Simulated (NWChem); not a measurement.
System: P, quartet

Input file for NWChem:

```
start job
memory heap 200 mb stack 900 mb global 1100 mb
geometry units angstroms noautoz
  P      0.000000     0.000000     0.000000
end
basis spherical
  * library 6-31g*
end
dft
  odft
  mult 4
  xc xcamb88 1.00 lyp 1.0 hfexch 1.00
  cam 0.33 cam_alpha 0.0 cam_beta 1.0
  iterations 150
  mulliken
end
task dft energy
```

Excerpt of the output:

```
             Northwest Computational Chemistry Package (NWChem) 7.3.0
             --------------------------------------------------------

                             Geometry "geometry" -> ""
                             -------------------------

 Output coordinates in angstroms (scale by  1.889725989 to convert to a.u.)

  No.       Tag          Charge          X              Y              Z
 ---- ---------------- ---------- -------------- -------------- --------------
    1 P                   15.0000     0.00000000     0.00000000     0.00000000

 Effective nuclear repulsion energy (a.u.)       0.0000000000

                                 NWChem DFT Module
                                 -----------------

 Summary of "ao basis" -> "ao basis" (spherical)
 ------------------------------------------------------------------------------
       Tag                 Description            Shells   Functions and Types
 ---------------- ------------------------------  ------  ---------------------
 P                           6-31g*                  8       18   4s3p1d

            General Information
            -------------------
          SCF calculation type: DFT
          Wavefunction type:  spin polarized.
          No. of atoms     :     1
          No. of electrons :    15
           Alpha electrons :     9
            Beta electrons :     6
          Charge           :     0
          Spin multiplicity:     4
          Use of symmetry is: off; symmetry adaption is: off
          Maximum number of iterations: 150
          AO basis - number of functions:    18
                     number of shells:     8
          Convergence on energy requested:  1.00D-06
          Convergence on density requested:  1.00D-05
          Convergence on gradient requested:  5.00D-04

              XC Information
              --------------
                     Hartree-Fock (Exact) Exchange  1.000
                   CAM-Becke88 Exchange Functional  1.000
              Lee-Yang-Parr Correlation Functional  1.000

           Range-Separation Parameters
           ---------------------------
           Alpha           :  0.00
           Beta            :  1.00
           Gamma           :  0.33
           Short-Range HF  :     F

             Grid Information
             ----------------
          Grid used for XC integration:  medium
          Radial quadrature: Mura-Knowles
          Angular quadrature: Lebedev.
          Tag              B.-S. Rad. Rad. Pts. Rad. Cut. Ang. Pts.
          ---              ---------- --------- --------- ---------
          P                   1.00       88           5.0       590
          Grid pruning is: on
          Number of quadrature shells:    88
          Spatial weights used:  Erf1

      Superposition of Atomic Density Guess
      -------------------------------------

 Sum of atomic energies:        -340.63012686

      Non-variational initial energy
      ------------------------------

 Total energy =    -340.340028
 1-e energy   =    -471.334573
 2-e energy   =     130.994545
 HOMO         =      -0.164454
 LUMO         =      -0.164454

     ---------------------------------------------
      Total Density - Mulliken Population Analysis
     ---------------------------------------------

    Atom       Charge   Shell Charges
 -----------   ------   -------------------------------------------------------
    1 P   15    15.00   2.00  2.00  5.98  1.32  1.60  0.68  1.42  0.00

     --------------------------------------------
      Spin Density - Mulliken Population Analysis
     --------------------------------------------

    Atom       Charge   Shell Charges
 -----------   ------   -------------------------------------------------------
    1 P   15     3.00   0.00  0.00  0.01  0.00  1.57  0.00  1.43  0.00

   convergence    iter        energy       DeltaE   RMS-Dens  Diis-err
 ---------------- ----- ----------------- --------- --------- ---------
 d= 0,ls=0.0,diis     1   -341.0013897642 -3.41D+02  1.71D-02  3.42D-02
                                                     4.43D-03  1.48D-02
 d= 0,ls=0.0,diis     2   -341.0194808651 -1.81D-02  1.89D-03  3.28D-04
                                                     3.21D-03  6.88D-04
 d= 0,ls=0.0,diis     3   -341.0199322381 -4.51D-04  5.99D-04  2.91D-05
                                                     4.41D-04  1.74D-05
 d= 0,ls=0.0,diis     4   -341.0199606911 -2.85D-05  1.64D-04  9.25D-07
                                                     2.96D-04  2.57D-06
 d= 0,ls=0.0,diis     5   -341.0199633690 -2.68D-06  1.58D-05  9.34D-09
                                                     1.32D-05  4.26D-09
 d= 0,ls=0.0,diis     6   -341.0199633786 -9.58D-09  4.32D-07  7.57D-12
                                                     3.73D-07  6.15D-12

         Total DFT energy =     -341.019963378568
      One electron energy =     -471.493256485897
           Coulomb energy =      153.434914577423
    Exchange-Corr. energy =      -22.961621470093
 Nuclear repulsion energy =        0.000000000000

 Numeric. integr. density =       14.999999991364

                    DFT Final Alpha Molecular Orbital Analysis
                    ------------------------------------------

 Vector    7  Occ=1.000000D+00  E=-3.515108D-01
              MO Center= -1.7D-16,  5.3D-16,  1.3D-17, r^2= 1.7D+00
   Bfn.  Coefficient  Atom+Function         Bfn.  Coefficient  Atom+Function
  ----- ------------  ---------------      ----- ------------  ---------------
     7      0.687049  1 P  px                11      0.403919  1 P  px
     3     -0.253959  1 P  px                 8      0.153836  1 P  py
    12      0.090441  1 P  py                 9      0.060428  1 P  pz
     4     -0.056864  1 P  py                13      0.035526  1 P  pz

 Vector    8  Occ=1.000000D+00  E=-3.515108D-01
              MO Center= -1.5D-16,  1.4D-16, -1.1D-16, r^2= 1.7D+00
   Bfn.  Coefficient  Atom+Function         Bfn.  Coefficient  Atom+Function
  ----- ------------  ---------------      ----- ------------  ---------------
     8      0.689674  1 P  py                12      0.405463  1 P  py
     4     -0.254930  1 P  py                 7     -0.153782  1 P  px
    11     -0.090409  1 P  px                 3      0.056844  1 P  px

 Vector    9  Occ=1.000000D+00  E=-3.515108D-01
              MO Center=  8.0D-17,  7.8D-17, -7.6D-16, r^2= 1.7D+00
   Bfn.  Coefficient  Atom+Function         Bfn.  Coefficient  Atom+Function
  ----- ------------  ---------------      ----- ------------  ---------------
     9      0.704023  1 P  pz                13      0.413898  1 P  pz
     5     -0.260234  1 P  pz                 7     -0.060564  1 P  px
    11     -0.035606  1 P  px

 Vector   10  Occ=0.000000D+00  E= 3.039276D-01
              MO Center= -2.6D-15, -2.1D-15,  1.1D-15, r^2= 3.3D+00
   Bfn.  Coefficient  Atom+Function         Bfn.  Coefficient  Atom+Function
  ----- ------------  ---------------      ----- ------------  ---------------
    10     -1.806331  1 P  s                  6      1.736094  1 P  s
     2     -0.101748  1 P  s                  1      0.074607  1 P  s

 Vector   11  Occ=0.000000D+00  E= 3.800324D-01
              MO Center=  1.2D-18, -1.6D-17, -6.8D-16, r^2= 3.8D+00
   Bfn.  Coefficient  Atom+Function         Bfn.  Coefficient  Atom+Function
  ----- ------------  ---------------      ----- ------------  ---------------
    13     -1.278694  1 P  pz                 9      1.213645  1 P  pz
     5     -0.281222  1 P  pz                12     -0.045898  1 P  py
     8      0.043563  1 P  py                11     -0.025544  1 P  px

 Vector   12  Occ=0.000000D+00  E= 3.800324D-01
              MO Center=  2.8D-15,  1.7D-16, -1.8D-17, r^2= 3.8D+00
   Bfn.  Coefficient  Atom+Function         Bfn.  Coefficient  Atom+Function
  ----- ------------  ---------------      ----- ------------  ---------------
    11     -1.251994  1 P  px                 7      1.188304  1 P  px
     3     -0.275350  1 P  px                12     -0.262945  1 P  py
     8      0.249569  1 P  py                 4     -0.057829  1 P  py
    13      0.034449  1 P  pz                 9     -0.032696  1 P  pz

                     DFT Final Beta Molecular Orbital Analysis
                     -----------------------------------------

 Vector    4  Occ=1.000000D+00  E=-4.728311D+00
              MO Center=  2.3D-17, -9.4D-17, -3.4D-17, r^2= 8.3D-02
   Bfn.  Coefficient  Atom+Function         Bfn.  Coefficient  Atom+Function
  ----- ------------  ---------------      ----- ------------  ---------------
     4      0.904099  1 P  py                 5      0.356188  1 P  pz
     3     -0.196591  1 P  px                 8      0.027404  1 P  py

 Vector    5  Occ=1.000000D+00  E=-4.728311D+00
              MO Center=  1.2D-17, -2.9D-17,  3.7D-18, r^2= 8.3D-02
   Bfn.  Coefficient  Atom+Function         Bfn.  Coefficient  Atom+Function
  ----- ------------  ---------------      ----- ------------  ---------------
     5      0.896372  1 P  pz                 4     -0.389399  1 P  py
     3     -0.166730  1 P  px                 9      0.027170  1 P  pz

 Vector    6  Occ=1.000000D+00  E=-5.817289D-01
              MO Center=  5.4D-17, -1.2D-16,  2.2D-17, r^2= 1.2D+00
   Bfn.  Coefficient  Atom+Function         Bfn.  Coefficient  Atom+Function
  ----- ------------  ---------------      ----- ------------  ---------------
     6      0.715819  1 P  s                 10      0.373797  1 P  s
     2     -0.351009  1 P  s                  1      0.076333  1 P  s

[...]
```

Level: LC-BLYP (range parameter 0.33 per bohr)/6-31G* (spherical d), spin-unrestricted. No stability test was run on the SCF state.
